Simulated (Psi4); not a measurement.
# AlH2OF (SMILES [OH][AlH][F]) at SCAN/def2-QZVP (density fitting, sweep point 5)

Aim: the vertical ionisation energy of AlH2OF at SCAN/def2-QZVP (density fitting, sweep point 5), from 2 runs. 

Program for the calculation: Psi4 1.11.

### 1 The system as given

AlH2OF has 5 atoms, charge 0, and is taken as a singlet. SMILES: `[OH][AlH][F]`. Geometry: a GFN2-xTB relaxation, a rough one for these elements and not checked as a minimum. This is one conformer, not always the lowest.

Bond lengths: O1–Al2 1.635 Å, Al2–F3 1.650 Å, O1–H4 0.946 Å, Al2–H5 1.492 Å. Angles: O1–Al2–F3 123.4°, O1–Al2–H5 119.8°, F3–Al2–H5 116.9°, Al2–O1–H4 177.6°.

### 2 The energy at SCAN/def2-QZVP (density fitting, sweep point 5)

alfh2o.dat reads:

```
memory 1600 mb

molecule geom {
  0 1
  O     -1.021720     0.325810    -0.327270
  Al     0.472970    -0.139110     0.144100
  F      0.778780    -1.566900     0.912060
  H     -1.871140     0.628670    -0.614330
  H      1.641100     0.751530    -0.114560
  symmetry c1
}

set globals {
  puream               true
  scf_type             df
  dft_radial_points    99
  dft_spherical_points 590
}

energy("scan/def2-QZVP")
print_variables()
```

Command:

```sh
psi4 -n 1 alfh2o.dat alfh2o.out
```

alfh2o.out:

```text
[...]
  Running in c1 symmetry.
[...]
  Nuclear repulsion =  100.879089140493420
[...]
  Multiplicity = 1
[...]
  Nalpha       = 16
  Nbeta        = 16
[...]
    Number of basis functions: 244
[...]
   @DF-RKS iter   1:  -418.53768140355459   -3.92353e-01   4.21017e-03 ADIIS/DIIS
[...]
   @DF-RKS iter   9:  -418.88496392886867   -3.25459e-08   1.01851e-07 DIIS
[...]
    Orbital Energies [Eh]
    ---------------------
    Doubly Occupied:
       1A    -55.735019     2A    -24.443018     3A    -18.941079
       4A     -4.072963     5A     -2.613903     6A     -2.605966
       7A     -2.604902     8A     -1.101145     9A     -0.953712
      10A     -0.517392    11A     -0.408855    12A     -0.365763
      13A     -0.364351    14A     -0.323666    15A     -0.311545
      16A     -0.294574
[...]
  @DF-RKS Final Energy:  -418.88496392886867
   => Energetics <=
    Nuclear Repulsion Energy =            100.8790891404934200
    One-Electron Energy =                -783.4484545387012986
    Two-Electron Energy =                 302.2771944109053379
    DFT Exchange-Correlation Energy =     -38.5927929415661097
    Empirical Dispersion Energy =           0.0000000000000000
    VV10 Nonlocal Energy =                  0.0000000000000000
    Total Energy =                       -418.8849639288686717
[...]
 Multipole Moments:
 ------------------------------------------------------------------------------------
     Multipole            Electronic (a.u.)      Nuclear  (a.u.)        Total (a.u.)
 ------------------------------------------------------------------------------------
 L = 1.  Multiply by 2.5417464519 to convert [e a0] to [Debye]
 Dipole X            :          0.8459539           -1.3954114           -0.5494575
 Dipole Y            :         -2.3466538            2.9063896            0.5597358
 Dipole Z            :          1.3088426           -1.6810587           -0.3722161
 Magnitude           :                                                    0.8681893
[...]
```

It took 40 s on 1 thread of AMD EPYC 9R45 (Zen 5), shared host; peak memory 1.2 GiB.

### 3 The doublet cation, same level

alfh2o.in reads:

```
memory 1600 MB

molecule geom {
  1 2
  O     -1.021720     0.325810    -0.327270
  Al     0.472970    -0.139110     0.144100
  F      0.778780    -1.566900     0.912060
  H     -1.871140     0.628670    -0.614330
  H      1.641100     0.751530    -0.114560
  symmetry c1
}

set globals {
  reference            uks
  puream               true
  scf_type             df
  dft_radial_points    99
  dft_spherical_points 590
  maxiter              150
}

result, w = energy("scan/def2-QZVP", return_wfn=True)
print_variables()
```

Command:

```sh
psi4 -n 1 alfh2o.in alfh2o.out
```

alfh2o.out:

```text
[...]
  Running in c1 symmetry.
[...]
  Nuclear repulsion =  100.879089140493420
[...]
  Multiplicity = 2
[...]
  Nalpha       = 16
  Nbeta        = 15
[...]
    Number of basis functions: 244
[...]
   @DF-UKS iter   1:  -418.09782780663255    4.75008e-02   4.08111e-03 DIIS/ADIIS
[...]
   @DF-UKS iter  12:  -418.46090990495821   -6.14562e-07   6.84058e-07 DIIS
[...]
   @S^2 Observed:                7.609496352E-01
[...]
    Orbital Energies [Eh]
    ---------------------
    Alpha Occupied:
       1A    -56.028349     2A    -24.686533     3A    -19.294774
       4A     -4.365470     5A     -2.905162     6A     -2.899878
       7A     -2.897212     8A     -1.340077     9A     -1.290421
      10A     -0.830524    11A     -0.673455    12A     -0.663586
      13A     -0.626248    14A     -0.620859    15A     -0.592097
      16A     -0.587077
    Alpha Virtual:
      17A     -0.256854    18A     -0.251953    19A     -0.178961
      20A     -0.132005    21A     -0.088166    22A     -0.076495
      23A     -0.070059    24A     -0.044565    25A     -0.031847
[...]
  @DF-UKS Final Energy:  -418.46090990495821
   => Energetics <=
    Nuclear Repulsion Energy =            100.8790891404934200
    One-Electron Energy =                -774.3490492172263657
    Two-Electron Energy =                 293.2642703212820265
    DFT Exchange-Correlation Energy =     -38.2552201495072737
    Empirical Dispersion Energy =           0.0000000000000000
    VV10 Nonlocal Energy =                  0.0000000000000000
    Total Energy =                       -418.4609099049582142
[...]
 Multipole Moments:
 ------------------------------------------------------------------------------------
     Multipole            Electronic (a.u.)      Nuclear  (a.u.)        Total (a.u.)
 ------------------------------------------------------------------------------------
 L = 1.  Multiply by 2.5417464519 to convert [e a0] to [Debye]
 Dipole X            :          0.8082109           -1.3954114           -0.5872006
 Dipole Y            :         -1.2565597            2.9063896            1.6498299
 Dipole Z            :          0.7553111           -1.6810587           -0.9257477
 Magnitude           :                                                    1.9808463
[...]
```

Run time: 89 s. Hardware: 1 thread of AMD EPYC 9R45 (Zen 5), shared host; peak memory 1.2 GiB.

### 4 Outcome

At SCAN/def2-QZVP (density fitting, sweep point 5):

```
                                          quantity          value
                      singlet AlH2OF: total energy  -418.88496 Eh
                     singlet AlH2OF: dipole moment         2.21 D
                       singlet AlH2OF: HOMO energy       -8.02 eV
                       singlet AlH2OF: LUMO energy       -0.71 eV
                     singlet AlH2OF: HOMO–LUMO gap        7.31 eV
                      doublet cation: total energy  -418.46091 Eh
doublet cation: HOMO energy (highest over α and β)      -15.57 eV
 doublet cation: LUMO energy (lowest over α and β)      -14.92 eV
                              doublet cation: ⟨S²⟩          0.761
vertical ionisation energy (to the doublet cation)      11.539 eV
```

**Reading.** Removing an electron at fixed nuclei costs 11.54 eV (266 kcal/mol). −ε(HOMO) before ionisation, 8.02 eV, is 3.52 eV below this ionisation energy.
